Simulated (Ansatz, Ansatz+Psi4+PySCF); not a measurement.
```xyz
2

Li    0.0000    0.0000   -1.1490
F     0.0000    0.0000    0.3830
```

Basis set: cc-pVTZ (spherical functions). Frozen core: 1 orbital. Charge 0, multiplicity 1.

Computed with Ansatz (development build ahead of 0.2.0); each method stands on the lowest determinant of its kind that the runs found. Restricted open shells among the atoms or ions are ROHF, correlated in semicanonical orbitals with singles.

Question: Give the atomization energy at this shape (free ground-state atoms in the same class of orbitals less the molecule, no zero-point energy) of singlet LiF by RHF-MP2, RHF.

Answer:

| method | atomization energy |
| --- | --- |
| RHF-MP2 | 138.69 kcal/mol |
| RHF | 91.68 kcal/mol |
